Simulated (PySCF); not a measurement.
**CH5AlS (SMILES C[S][AlH2]): levels of theory compared**

We compute a comparison of 6 runs (M06-L/def2-SVPD, PBE/def2-SVPD, SVWN5/def2-SVPD, TPSS/def2-SVPD, r2SCAN/def2-SVPD, revPBE/def2-SVPD) of CH5AlS. Input form: a Python script.

The calculation is run with PySCF 2.14.0.

### 1 The system as given

CH5AlS has 8 atoms, charge 0, and is taken as a singlet. As SMILES, `C[S][AlH2]`. The coordinates come from a PBE0-D4/def2-TZVP relaxation.

Bond lengths: C1–S2 1.822 Å, S2–Al3 2.168 Å, C1–H4 1.089 Å, C1–H5 1.090 Å, C1–H6 1.089 Å, Al3–H7 1.585 Å, Al3–H8 1.580 Å. Angles: C1–S2–Al3 102.5°, S2–C1–H4 108.7°, S2–C1–H5 111.6°, S2–C1–H6 108.7°, S2–Al3–H7 117.5°, S2–Al3–H8 117.5°, H4–C1–H5 109.2°, H4–C1–H6 109.2°, H5–C1–H6 109.2°, H7–Al3–H8 125.0°.

### 2 The energy at M06-L/def2-SVPD (run 1)

input.py reads:

```python
from pyscf import gto, dft

molecule = gto.Mole()
molecule.atom = '''
C   -0.724600   1.053200  -0.503600
S   -1.089900  -0.442800   0.469800
Al   0.859700  -1.372400   0.651800
H   -1.303700   1.020900  -1.425600
H    0.334900   1.125300  -0.747500
H   -1.020100   1.927600   0.074700
H    2.088300  -0.637300  -0.027600
H    0.947600  -2.731800   1.452200
'''
molecule.max_memory = 1860
molecule.verbose = 3
molecule.basis = 'def2-svpd'
molecule.spin = 0
molecule.build()

calc0 = dft.RKS(molecule)
calc0.xc = 'm06-l'
calc0.grids.level = 5
calc0.conv_tol = 1e-10
calc0.kernel()
if not calc0.converged:
    calc0 = calc0.newton().run(calc0.mo_coeff, calc0.mo_occ)

e_final = calc0.e_tot
print('E = %.10f Eh' % e_final)
```

On the command line:

```bash
OMP_NUM_THREADS=1 python input.py
```

Standard output:

```text
converged SCF energy = -681.523623681636
E = -681.5236236816 Eh
```

It took 28 s on 1 thread of Intel Xeon Platinum 8488C (Sapphire Rapids), shared host; peak memory 0.61 GiB.

### 3 The energy at PBE/def2-SVPD (run 2)

calc.py reads:

```python
# C[S][AlH2]
from pyscf import gto, dft

mol = gto.M(
    atom='''
C     -0.724600     1.053200    -0.503600
S     -1.089900    -0.442800     0.469800
Al     0.859700    -1.372400     0.651800
H     -1.303700     1.020900    -1.425600
H      0.334900     1.125300    -0.747500
H     -1.020100     1.927600     0.074700
H      2.088300    -0.637300    -0.027600
H      0.947600    -2.731800     1.452200
''',
    basis='def2-svpd',
    verbose=4,
    charge=0,
    max_memory=1860,
)

mf = dft.RKS(mol)
mf.xc = 'pbe'
mf.conv_tol = 1e-10
mf.grids.level = 5
mf.kernel()
if not mf.converged:
    mf = mf.newton().run(mf.mo_coeff, mf.mo_occ)

e_tot = mf.e_tot
print('E(%s) = %.9f' % ('PBE', e_tot))
```

On the command line:

```bash
OMP_NUM_THREADS=1 python calc.py
```

Standard output:

```text
PySCF version 2.14.0

[... 81 lines left out ...]
converged SCF energy = -681.154415940396
E(PBE) = -681.154415940
```

Run time: 15 s. Hardware: 1 thread of Intel Xeon Platinum 8488C (Sapphire Rapids), shared host; peak memory 0.59 GiB.

### 4 A single-point energy at SVWN5/def2-SVPD (run 3)

geometry.xyz reads:

```xyz
8

C     -0.724600     1.053200    -0.503600
S     -1.089900    -0.442800     0.469800
Al     0.859700    -1.372400     0.651800
H     -1.303700     1.020900    -1.425600
H      0.334900     1.125300    -0.747500
H     -1.020100     1.927600     0.074700
H      2.088300    -0.637300    -0.027600
H      0.947600    -2.731800     1.452200
```

run.py reads:

```python
# C[S][AlH2]
from pyscf import gto, dft

molecule = gto.M(
    atom='geometry.xyz',
    max_memory=1860,
    basis='def2-svpd',
    charge=0,
    spin=0,
    verbose=3,
)

ks = dft.RKS(molecule)
ks.xc = 'svwn'
ks.conv_tol = 1e-10
ks.grids.level = 5
ks.kernel()
if not ks.converged:
    ks = ks.newton().run(ks.mo_coeff, ks.mo_occ)

energy = ks.e_tot
print('E = %.10f Eh' % energy)
```

On the command line:

```bash
OMP_NUM_THREADS=1 python run.py
```

Standard output:

```text
converged SCF energy = -678.70307262137
E = -678.7030726214 Eh
```

Wall time 9.3 s (1 thread of Intel Xeon Platinum 8488C (Sapphire Rapids), shared host); peak memory 0.4 GiB.

Runs 4 to 5 aren't shown in full; the table further down has their settings and results.

### 5 The energy at revPBE/def2-SVPD (run 6)

run.py reads:

```python
from pyscf import gto, dft

mol = gto.M(
    atom='''
C     -0.724600     1.053200    -0.503600
S     -1.089900    -0.442800     0.469800
Al     0.859700    -1.372400     0.651800
H     -1.303700     1.020900    -1.425600
H      0.334900     1.125300    -0.747500
H     -1.020100     1.927600     0.074700
H      2.088300    -0.637300    -0.027600
H      0.947600    -2.731800     1.452200
''',
    spin=0,
    verbose=3,
    max_memory=1860,
    basis='def2-svpd',
)

ks = dft.RKS(mol, xc='revpbe')
ks.grids.level = 5
ks.conv_tol = 1e-10
ks.kernel()
if not ks.converged:
    ks = ks.newton().run(ks.mo_coeff, ks.mo_occ)

e_final = ks.e_tot
print('E(%s) = %.9f' % ('REVPBE', e_final))
```

On the command line:

```bash
OMP_NUM_THREADS=1 python run.py
```

Standard output:

```text
converged SCF energy = -681.390937267611
E(REVPBE) = -681.390937268
```

Wall time 15 s (1 thread of Intel Xeon Platinum 8488C (Sapphire Rapids), shared host); peak memory 0.59 GiB.

### 6 Overview of the runs

```csv
run,level,energy (Eh),dipole moment (D),HOMO energy (eV),LUMO energy (eV),wall time
1,M06-L/def2-SVPD,-681.523624,1.48,-6.23,-1.47,28 s
2,PBE/def2-SVPD,-681.154416,1.46,-6.15,-2.05,15 s
3,SVWN5/def2-SVPD,-678.703073,1.48,-6.25,-2.27,9.3 s
4,TPSS/def2-SVPD,-681.590997,1.50,-6.24,-1.87,26 s
5,r2SCAN/def2-SVPD,-681.448938,1.52,-6.38,-1.73,26 s
6,revPBE/def2-SVPD,-681.390937,1.47,-6.11,-1.95,15 s
```

### 7 Outcome

```
            quantity          value
 run 6: total energy  -681.39094 Eh
run 6: dipole moment         1.47 D
  run 6: HOMO energy       -6.11 eV
  run 6: LUMO energy       -1.95 eV
run 6: HOMO–LUMO gap        4.17 eV
```

**Reading.** The dipole moment (its size) runs from 1.46 D (PBE/def2-SVPD) to 1.52 D (r2SCAN/def2-SVPD). The HOMO–LUMO gap runs from 3.98 eV (SVWN5/def2-SVPD) to 4.77 eV (M06-L/def2-SVPD). Totals of different functionals can't be ranked against each other. All runs together took 2 min, the longest 28 s.
